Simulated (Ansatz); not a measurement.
## Forces away from equilibrium

LiSiH2 (SMILES [Li][SiH2+]) (charge +1), singlet, displaced at random from a GFN2-xTB minimum.

```xyz
4
angstrom
Li -2.3963 0.5638 -0.5074
Si 0.1014 0.0002 0.0221
H 0.9031 -1.3273 0.1020
H 1.3627 0.8325 0.6063
```

Program: Ansatz 0.2.0. Basis: def2-TZVPP. Cores are frozen in the correlated methods. The outer core shell of Li, Na, Mg and K is correlated.

CCSD(T) forces from the calculation:
```json
{"atom": "Li1", "Fx": "-0.066", "Fy": "0.034", "Fz (eV/Å)": "-0.054"}
{"atom": "Si2", "Fx": "2.407", "Fy": "-0.128", "Fz (eV/Å)": "0.985"}
{"atom": "H3", "Fx": "-0.808", "Fy": "0.596", "Fz (eV/Å)": "-0.251"}
{"atom": "H4", "Fx": "-1.532", "Fy": "-0.502", "Fz (eV/Å)": "-0.680"}
```

Q: Which atom feels the largest CCSD(T) force, and how large is it?

A: Si2, 2.60 eV/Å, along (0.92, -0.05, 0.38).

Root-mean-square difference of the force components from those of CCSD(T): PBE0-D4 0.064; wB97M-V 0.044; r2SCAN-D4 0.056; PBE-D4 0.190; CAM-B3LYP-D4 0.034; wB97X-V 0.026 eV/Å.

No T1 diagnostic of these runs exceeds 0.013.

For scale, one of the runs: CCSD(T)/def2-TZVPP forces, 89 basis functions (an equivalent command: `ansatz run in.yaml --threads 4`). Hardware: 4 CPU threads, shared host. Wall time about 1.9 s.
